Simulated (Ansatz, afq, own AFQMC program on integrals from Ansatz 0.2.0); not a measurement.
# SbH3⁺, doublet: AFQMC among the cluster methods

```xyz
4

Sb    0.0000    0.0000   -0.0130
H     1.5873    0.0135    0.5265
H    -0.8069    1.3701    0.5181
H    -0.7847   -1.3817    0.5215
```

Basis def2-SVP with its core potentials. Only valence electrons are correlated. Integrals, coupled cluster, full CI and functionals: Ansatz 0.2.0; the random walks run on the same integrals in our own AFQMC program. The CISD trial takes its coefficients from CCSD amplitudes. Released means that phaseless walkers are propagated on without the constraint, phases kept. Error bars are statistical, one sigma. No spin–orbit coupling.

Determinant: UHF, the one that the program's search chose, which needn't be the lowest solution. The geometry is a PBE0/def2-TZVP stationary point of this or a neighbouring charge and spin state.

No full CI on the walks' own integrals is used here; CCSDT(Q) serves as the reference and is uncertain by about the last step of the cluster series.

Cautions: no spin-orbit coupling; inner d shell frozen; the ph-AFQMC/HF walk drifts between its halves (2.2 errors); released walk and highest rung disagree (by 10 meV at 2.40 1/Eh).

```
T1 diagnostic                               : 0.0109
weight of the determinant in the CISD state : 0.929
⟨S²⟩ of the determinant                     : 0.753
size of the correlated space                : 7 electrons in 32 orbitals
```

```
  level  correlation energy (eV)
    MP2                  -2.3385
   CCSD                  -3.0156
CCSD(T)                  -3.0756
```

**Question.** Estimate where phaseless AFQMC with a CISD trial lies against CCSD(T) on the same integrals.

**Answer.** 1.4 ± 0.3 kJ/mol below CCSD(T).

Reference: CCSDT(Q), correlation energy -3.094 eV. The released energy is read at 2.40 1/Eh (meV from the phaseless value at times in 1/Eh: 2 ± 5 at 0.24, 0 ± 4 at 0.51, -4 ± 5 at 0.99, 4 ± 3 at 1.62, 6 ± 3 at 2.40).

| level | E − E(reference) (kJ/mol) | share of correlation (%) |
| --- | --- | --- |
| CCSD(T) | 1.8 | 99.39 |
| CCSDT | 0.1 | 99.96 |
| ph-AFQMC/HF | -1.0 ± 2.4 | 100.33 |
| ph-AFQMC/CISD | 0.4 ± 0.3 | 99.87 |
| released AFQMC | 1.0 ± 0.3 | 99.66 |

A walk keeps the symmetry of its determinant, which the program's search chose and which needn't be the lowest solution, so a lower state of the same spin and another symmetry isn't excluded. Released energies are given only where the last usable release times agree within the noise; a slower fall can still hide under it.
